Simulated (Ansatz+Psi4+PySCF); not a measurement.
Results of a calculation; reference values are marked as such.
Input for Psi4 1.11:

```
molecule {
1 2
F 0.000000 1.110580 -0.273730
O 0.000000 0.000000 0.615890
F 0.000000 -1.110580 -0.273730
}

set basis cc-pVTZ
set reference rohf
set scf_type pk
energy('scf')
```

The input is written out from the run's settings.

The run gave:

| Quantity | Value |
| --- | --- |
| Converged | yes |
| Total energy | -273.07154 hartree |
| Spin squared of the determinant | 0.750 |
| Occupied orbitals by symmetry in an Abelian subgroup (alpha; beta) | 6 A1 1 A2 2 B1 4 B2; 6 A1 1 A2 1 B1 4 B2 |

Caution: an unrestricted determinant lies well below.
